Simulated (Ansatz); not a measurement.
Input file:

```yaml
crystal:
  periodic: [false, false, false]
  atoms:
    - {symbol: B, position_ang: [0.000000, 0.127493, 2.050233]}
    - {symbol: P, position_ang: [0.000000, -0.107328, -0.674410]}
    - {symbol: H, position_ang: [0.000000, 1.930709, -1.266011]}
basis:
  gaussian: {orbitals: 6-31G, fitting: {mean_field: def2-universal-jkfit}}
magnetization: {spin_polarized: false, initial_magnetization: 3}
correlation: {method: ccsd, electrons: outside_noble_gas}
scf: {lower_state_search: full}
output: {forces: true}
```

```sh
$ ansatz run in.yaml --threads 1 --pin off --events-out ev --progress --plain --max-ram 2393MiB
```

Log:

```
221 factors; integrals over basis functions are off by at most 1.4e-1 eV
mean field evaluation 1: about -9947.5743 eV, gradient 1.0e1 eV
mean field evaluation 2: about -9944.5953 eV, gradient 2.3e1 eV
mean field evaluation 4: about -9950.2531 eV, gradient 5.4e0 eV
mean field evaluation 8: about -9950.8437 eV, gradient 1.6e-1 eV
mean field evaluation 16: about -9950.8246 eV, gradient 1.3e0 eV
mean field evaluation 32: about -9948.6153 eV, gradient 2.0e0 eV
mean field evaluation 64: about -9950.8443 eV, gradient 2.3e-2 eV
mean field evaluation 96: about -9949.7489 eV, gradient 1.4e-1 eV
mean field evaluation 128: about -9938.0924 eV, gradient 1.7e1 eV
mean field evaluation 160: about -9949.3953 eV, gradient 4.4e-1 eV
...
mean field -9950.84435825 eV, -365.6867852412 hartree, gradient 1.4e-6 eV, S^2 3.750000; 31 other end points of the search recorded, 0 dependent functions left out
...
determinant -9950.84435825 eV, -365.6867852412 hartree, with singles and doubles -9954.03919451 eV, -365.8041933081 hartree
determinant -9950.78208120 eV, -365.6844966016 hartree, with singles and doubles -9953.96207755 eV, -365.8013593123 hartree
determinant -9949.89074343 eV, -365.6517405429 hartree, with singles and doubles -9952.98822279 eV, -365.7655708097 hartree
determinant -9949.74964182 eV, -365.6465551543 hartree, with singles and doubles -9952.73110216 eV, -365.7561218010 hartree
determinant -9949.45211345 eV, -365.6356211885 hartree, with singles and doubles -9953.07201843 eV, -365.7686502429 hartree
determinant -9948.97250134 eV, -365.6179957686 hartree, with singles and doubles -9951.59189486 eV, -365.7142567048 hartree
determinant -9948.94723098 eV, -365.6170670999 hartree, with singles and doubles -9951.46696121 eV, -365.7096654779 hartree
determinant -9948.66217072 eV, -365.6065913286 hartree, with singles and doubles -9951.05653647 eV, -365.6945826469 hartree
determinant -9948.63916987 eV, -365.6057460629 hartree, with singles and doubles -9950.85075966 eV, -365.6870204887 hartree
determinant -9948.38740393 eV, -365.5964938354 hartree, with singles and doubles -9951.57420880 eV, -365.7136067543 hartree
determinant -9948.21111341 eV, -365.5900152780 hartree, with singles and doubles -9950.54185157 eV, -365.6756683256 hartree
determinant -9948.01678968 eV, -365.5828740129 hartree, with singles and doubles -9950.46326249 eV, -365.6727802302 hartree
determinant -9947.47159448 eV, -365.5628384588 hartree, with singles and doubles -9949.67723640 eV, -365.6438943044 hartree
determinant -9950.84435825 eV, -365.6867852412 hartree, with singles and doubles -9954.04385603 eV, -365.8043646158 hartree
determinant -9950.78208120 eV, -365.6844966016 hartree, with singles and doubles -9953.96705438 eV, -365.8015422073 hartree
determinant -9950.68418435 eV, -365.6808989588 hartree, with singles and doubles -9954.03572864 eV, -365.8040659397 hartree
determinant -9950.68418435 eV, -365.6808989588 hartree, with singles and doubles -9954.04034020 eV, -365.8042354116 hartree
unrestricted determinant -9951.61567768 eV, -365.7151307073 hartree, S^2 4.3989
6 core orbitals not correlated: weight in the atoms' cores, before any rotation towards them, 1.000 or more for the frozen orbitals, at most 0.000 for the correlated occupied ones
reference -9950.84435825 eV, -365.6867852412 hartree; 6, 3 occupied and 12, 15 virtual orbitals, 221 factors
second order -1.88833645 eV of doubles, -0.04296508 eV of singles
...
cycle   8  -3.19950101 eV  change    2.5e-7 eV  update   3.6e-7
cycle   9  -3.19950086 eV  change    1.6e-7 eV  update   2.2e-7
cycle  10  -3.19950086 eV  change    2.6e-9 eV  update   1.6e-7
cycle  11  -3.19950092 eV  change   -6.0e-8 eV  update   9.8e-8
cycle  12  -3.19950096 eV  change   -4.4e-8 eV  update   7.4e-8
cycle  13  -3.19950096 eV  change    3.0e-9 eV  update   5.3e-8
cycle  14  -3.19950099 eV  change   -3.3e-8 eV  update   4.3e-8
cycle  15  -3.19950103 eV  change   -4.3e-8 eV  update   3.7e-8
cycle  16  -3.19950105 eV  change   -1.8e-8 eV  update   3.3e-8
cycle  17  -3.19950105 eV  change   -1.5e-9 eV  update   2.9e-8
the calculation of the forces begins
Total energy: -9954.04385930 eV, -365.8043647361 hartree
Atom 0 at     0.000000     0.127493     2.050233 Å, force    -0.000000    -0.024675    -0.360362 eV/Å
Atom 1 at     0.000000    -0.107328    -0.674410 Å, force     0.000000     2.097396    -0.249840 eV/Å
Atom 2 at     0.000000     1.930709    -1.266011 Å, force    -0.000000    -2.072721     0.610202 eV/Å
Dipole moment:     0.000000    -0.047999    -0.041064 e Å
```

Forces (eV/Å):
```
B    0.000 -0.025 -0.360
P    0.000  2.097 -0.250
H    0.000 -2.073  0.610
```

The T1 diagnostic is 0.047.

Ran on 1 thread of Arm Neoverse V2, shared host: 3.5 s wall, 0.07 GiB peak host memory.
